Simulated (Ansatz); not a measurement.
in.yaml

```yaml
crystal:
  periodic: [false, false, false]
  atoms:
    - {symbol: Al, position_ang: [0.000000, 0.057143, 0.000000]}
    - {symbol: H, position_ang: [0.000000, 0.226182, -1.551198]}
    - {symbol: H, position_ang: [0.000000, 0.226189, 1.551197]}
    - {symbol: H, position_ang: [0.000000, -1.982029, 0.000004]}
basis:
  gaussian: {orbitals: aug-cc-pVDZ}
total_charge: 1
magnetization: {spin_polarized: false, initial_magnetization: 1}
correlation: {method: ccsd_t, electrons: outside_noble_gas}
output: {forces: true}
```

```sh
$ ansatz run in.yaml --threads 1 --pin off --events-out ev --progress --plain --max-ram 2393MiB
```

The program prints:

```
522 factors; integrals over basis functions are off by at most 6.3e-4 eV
mean field evaluation 1: about -6619.0465 eV, gradient 8.4e0 eV
mean field evaluation 2: about -6619.0459 eV, gradient 8.4e0 eV
mean field evaluation 4: about -6620.0308 eV, gradient 6.9e-1 eV
mean field evaluation 8: about -6620.0340 eV, gradient 2.9e-4 eV
mean field evaluation 16: about -6620.0340 eV, gradient 3.0e-6 eV
mean field -6620.03398501 eV, -243.2817617289 hartree, gradient 3.0e-6 eV, S^2 0.750000; 0 other end points of the search recorded, 0 dependent functions left out
5 core orbitals not correlated: weight in the atoms' cores, before any rotation towards them, 1.000 or more for the frozen orbitals, at most 0.000 for the correlated occupied ones
reference -6620.03398501 eV, -243.2817617289 hartree; 3, 2 occupied and 46, 47 virtual orbitals, 522 factors
second order -1.49311080 eV of doubles, -0.00918722 eV of singles
cycle   1  -1.85485205 eV  change   -3.5e-1 eV  update   5.0e-2
cycle   2  -2.01705900 eV  change   -1.6e-1 eV  update   2.1e-2
cycle   3  -2.02604105 eV  change   -9.0e-3 eV  update   8.1e-3
cycle   4  -2.02812153 eV  change   -2.1e-3 eV  update   3.3e-3
cycle   5  -2.02871782 eV  change   -6.0e-4 eV  update   1.4e-3
cycle   6  -2.02886637 eV  change   -1.5e-4 eV  update   5.3e-4
cycle   7  -2.02908293 eV  change   -2.2e-4 eV  update   2.0e-4
cycle   8  -2.02907553 eV  change    7.4e-6 eV  update   6.6e-5
cycle   9  -2.02905193 eV  change    2.4e-5 eV  update   2.0e-5
cycle  10  -2.02906032 eV  change   -8.4e-6 eV  update   5.8e-6
cycle  11  -2.02906155 eV  change   -1.2e-6 eV  update   2.2e-6
perturbative correction -0.02419263 eV, -0.0008890629 hartree
the calculation of the forces begins
Total energy: -6622.08723920 eV, -243.3572174285 hartree
Atom 0 at     0.000000     0.057143     0.000000 Å, force    -0.000000     0.163536    -0.000000 eV/Å
Atom 1 at     0.000000     0.226182    -1.551198 Å, force     0.000000    -0.000565    -0.057095 eV/Å
Atom 2 at     0.000000     0.226189     1.551197 Å, force     0.000000    -0.000565     0.057095 eV/Å
Atom 3 at     0.000000    -1.982029     0.000004 Å, force    -0.000000    -0.162406     0.000000 eV/Å
Dipole moment:    -0.000000    -0.191421     0.000000 e Å
```

Forces (eV/Å):
```
Al   0.000  0.164  0.000
H    0.000 -0.001 -0.057
H    0.000 -0.001  0.057
H    0.000 -0.162  0.000
```

For the same geometry and basis full CI lies 11.6 meV lower.

Ran on 1 thread of Arm Neoverse N1, shared host: 5.5 s wall, 0.19 GiB peak host memory.
